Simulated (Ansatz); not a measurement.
# SiN (doublet): from Hartree-Fock to the top rungs at distance Si1–N2 = 4.295 Å, 6-31G

How much of the correlation energy of SiN (doublet) does each wave-function method recover here?

The runs use Ansatz 0.2.0, Gaussian basis; 6-31G, core rule «outside noble gas», up to 6 orbitals frozen.

Plan: UHF; CCSD(T) on ROHF; CCSD(T) on UHF; BCCD(T) on ROHF; CISD; CCSDT(Q) on ROHF; CCSDT(Q) on UHF; CISDTQ; CCSDTQ on ROHF; CCSDTQ on UHF; CASSCF and MRCISD+Q, 3 electrons in 3 orbitals; CASSCF and NEVPT2, 3 electrons in 3 orbitals; CASSCF and MRCISD+Q, 9 electrons in 8 orbitals; CASSCF and NEVPT2, 9 electrons in 8 orbitals; Full CI.

28 further runs of the same task are left out: 6 for a known fault of the program, 13 that didn't finish, 9 set aside as unsound or not needed.

### 1 The geometry

The geometry derives from a PBE0/def2-TZVP stationary point (not a proven minimum). One bond is set to the value named and the two fragments are kept rigid.

2 atoms, charge 0, spin multiplicity 2.

Atoms are counted from 1 here; the program's logs count them from 0.

No contacts short enough for the rule that draws bonds.

### 2 UHF

in.yaml

```yaml
crystal:
  periodic: [false, false, false]
  atoms:
    - {symbol: Si, position_ang: [0.000000, 0.000000, 0.000000]}
    - {symbol: N, position_ang: [0.000000, 0.000000, 4.295000]}
basis:
  gaussian: {orbitals: 6-31G}
magnetization: {spin_polarized: true, initial_magnetization: 1}
hamiltonian: {xc: hf}
output: {orbitals: {seedname: orbitals}}
```

Started as:

```
> ansatz run in.yaml --threads 1 --pin off --events-out ev --progress --plain --max-ram 2393MiB
```

The runs that follow: CCSD(T) on ROHF; CCSD(T) on UHF; BCCD(T) on ROHF; CISD; CCSDT(Q) on ROHF; CCSDT(Q) on UHF; CISDTQ; CCSDTQ on ROHF; CCSDTQ on UHF; CASSCF and MRCISD+Q, 3 electrons in 3 orbitals; CASSCF and NEVPT2, 3 electrons in 3 orbitals; CASSCF and MRCISD+Q, 9 electrons in 8 orbitals; CASSCF and NEVPT2, 9 electrons in 8 orbitals; Full CI.

Before running them: what should the planned runs give, taken together? Wanted: FCI below the RHF energy; RMP2 from FCI; UMP2 from FCI; RCCSD from FCI; RCCSD(T) from FCI; UCCSD(T) from FCI; UCCSDT(Q) from FCI; NEVPT2 valence from FCI; MRCISD+Q valence from FCI.

As calculated:

| quantity | value |
| --- | --- |
| FCI below the RHF energy | -7.0160 eV |
| RMP2 from FCI | -5028.0 meV |
| UMP2 from FCI | +450.1 meV |
| RCCSD from FCI | +42.5 meV |
| RCCSD(T) from FCI | +35.4 meV |
| UCCSD(T) from FCI | +5.1 meV |
| UCCSDT(Q) from FCI | +2.3 meV |
| NEVPT2 valence from FCI | +447.0 meV |
| MRCISD+Q valence from FCI | -1.6 meV |
| levels within 1 kcal/mol (43 meV) | RCCSD, UCCSD, RCCSD(T), UCCSD(T), BCCD(T), UCCSDT, UCCSDT(Q), UCCSDTQ, MRCISD valence, MRCISD+Q valence |
| T1 diagnostic | 0.453 |
| effectively unpaired electrons | 4.98 |

**Reading.** RCCSD(T) lands +35.4 meV from the yardstick (0.5 % of the correlation energy). CCSD(T) misses by +35.4 meV on the restricted determinant and by +5.1 meV on the unrestricted one; the two need not hold the same state or core. RMP2 falls below full CI, which methods that aren't variational can do. With 5.0 effectively unpaired electrons against 1 the state is strongly multireference. Coupled cluster on one determinant still stays close here. Of the multireference levels listed MRCISD+Q valence comes nearest in total energy (-1.6 meV), which doesn't show that its space is the better one. Coupled cluster took another determinant than the lowest Hartree-Fock one. These misses are within one basis, not against nature; the frozen cores of restricted and unrestricted runs differ, which can shift their rows.
